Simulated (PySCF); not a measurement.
Geometry (Å), atoms numbered from 1 in this order:
```xyz
11

C    -1.6843    0.1435    0.0900
N    -0.2636   -0.0715   -0.0029
C     0.7343    0.8387   -0.0749
C     1.8737    0.0687   -0.1569
N     1.5078   -1.2353   -0.1303
N     0.2238   -1.3118   -0.0382
H    -1.9276    0.7598    0.9670
H    -2.0675    0.6326   -0.8174
H    -2.1524   -0.8421    0.1960
H     0.5579    1.9109   -0.0619
H     2.9148    0.3751   -0.2304
```

Geometry: PBE0-D3(BJ)/def2-SVP; GIAO shifts from PySCF, gas phase, non-relativistic, averaged over equivalent atoms.

At WP04/pcSseg-2 (286 basis functions, 25 s wall time on 1 thread of an Arm Neoverse V2, shared host):
```csv
atoms,δ (ppm)
C4,144.7
C3,131.7
C1,39.2
N6,412.9
N5,398.8
N2,261.4
H11,7.61
H10,7.26
H7/H8/H9,3.93
```

Chemical shifts δ = σref − σ; ¹³C (σref 172.10), ¹H (σref 31.61) against TMS; ¹⁵N (σref 244.72) against NH3, all at this level.

Task: Predict the values at LC-wPBE/pcSseg-2 on the same geometry.

Result: 
```
   atoms  δ at LC-wPBE/pcSseg-2  change
      C4                  148.3    +3.6
      C3                  137.0    +5.3
      C1                   37.7    -1.5
      N6                  417.4    +4.5
      N5                  402.2    +3.4
      N2                  260.8    -0.6
     H11                   7.78   +0.17
     H10                   7.53   +0.27
H7/H8/H9                   3.95   +0.02
```

References, each an isolated molecule treated in the same way: TMS for ¹³C (σ = 188.30 ppm) and ¹H (σ = 31.32 ppm); NH3 for ¹⁵N (σ = 264.07 ppm).

The largest change is at C3 (aromatic CH next to a ring nitrogen). Cost: 286 basis functions, 47 s wall time on 1 thread of an Arm Neoverse V2, shared host. The order of the carbon signals is the same at both levels.

Experimental scales use liquid or dissolved standards, which lie at an offset from isolated NH3 (liquid NH3: subtract about 20 ppm). Unscaled 15N shifts of sp2 nitrogen come out 20 to 40 ppm too high even then.
